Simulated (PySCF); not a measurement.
## How methods differ on the ionisation energy of Si

Si [Ne] 3s2 3p2 (3P) → Si⁺ [Ne] 3s2 3p1 (2P), as a difference of total energies. Computed with PySCF 2.14 in x2c-QZVPPall with one added diffuse shell each of s, p, d, f type (10s7p5d3f1g, 86 functions), with scalar relativity by spin-free X2C-1e. Correlated levels: valence and next inner shell: 1s2 frozen. The calculations carry no spin-orbit coupling.

```tsv
method	ionisation energy (eV)
UHF	7.626
MP2 (valence and next inner shell)	8.055
SCS-MP2 (valence and next inner shell)	7.969
CCSD (valence and next inner shell)	8.072
CCSD(T) (valence and next inner shell)	8.114
```

Errors of the correlated levels include the incompleteness of this basis and the frozen core.

Which method comes closest to the reference value, and which is furthest?

The reference is 8.157 eV (measured; NIST levels, between the centres of gravity of the two terms). Closest: CCSD(T) (valence and next inner shell) (error -0.043 eV); furthest: UHF (error -0.531 eV).
